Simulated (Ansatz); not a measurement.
**Cohesive energy of some elemental metals**

Method: r²SCAN+rVV10 (PAW; Ansatz, a first-principles code). References are measured values corrected to a static lattice or taken at low temperature (these still hold zero-point motion). The table is a random draw of 8 from 24 solids with such references.

Values in eV/atom.

```
solid          reference  r²SCAN+rVV10  error (eV/atom)
------  ----------------  ------------  ---------------
hcp Be              3.32          3.89            +0.57
fcc Al             3.43*          3.74            +0.31
bcc Rb             0.86*          0.83            -0.03
hcp Co             4.47*          4.96            +0.49
fcc Ni             4.48*          4.91            +0.43
fcc Pd             3.93*          4.43            +0.50
bcc Nb  7.6* (7.47–7.60)          6.77            -0.83
bcc K              0.94*          0.92            -0.02
```

Over these 8 solids the mean error is +0.18 eV/atom, the mean absolute error 0.40 eV/atom (median 0.46 eV/atom), and the worst case bcc Nb at -0.83 eV/atom; the value is too high in 5 of 8 cases. Over all 24, from unrounded values, the mean error is +0.10 eV/atom and the mean absolute error 0.33 eV/atom (median 0.31 eV/atom). Caveats on values not shown: the commensurate order stands in for chromium's spin-density wave, and the size of the moments varies much between levels (1).

A star marks references brought to a static lattice; the others are low-temperature values that still hold zero-point motion, which matters most for light elements.

Brackets give the range of the sources taken for a reference, where it is wide; it can hold other temperatures.

Differences are worked out from the printed values.

Free atoms are spin-polarised, in the lowest state found; at levels without +SOC their spin–orbit coupling is left out. Each level is taken at its own relaxed cell. Ansatz's density-functional and Hartree–Fock values are scalar-relativistic unless marked +SOC, with PAW data made under PBE.

Ansatz's runs of these crystals have no spin polarisation, but for hcp Co, fcc Ni. Meta-GGAs and exact exchange favour moments, which can bear on hcp Co, fcc Ni, fcc Pd.

Density-functional runs with spin start from parallel moments for hcp Co, parallel moments for fcc Ni.

Not in this set, of the elemental metals with a reference value in our tables and a result at some level: 11 for no value at r²SCAN+rVV10 (not run, a failed fit, an unstable or unbound cell, or a value held back for tests); 9 for the spin–orbit terms of free Br, In, Sn, Te, I and atoms past barium, a cut that leaves lighter open-shell atoms' terms in the errors; 1 for sources at odds. These can be a level's best or worst cases. Solids without a released value at any level aren't counted. Layered and molecular crystals are counted apart. The metals Ce to Yb are counted apart.

References as tabulated in Mejia-Rodriguez and Trickey (2018), arXiv:1807.09216; Kittel's textbook; Jana et al. (2018), arXiv:1807.00350; Csonka et al. (2009), arXiv:0903.4037.
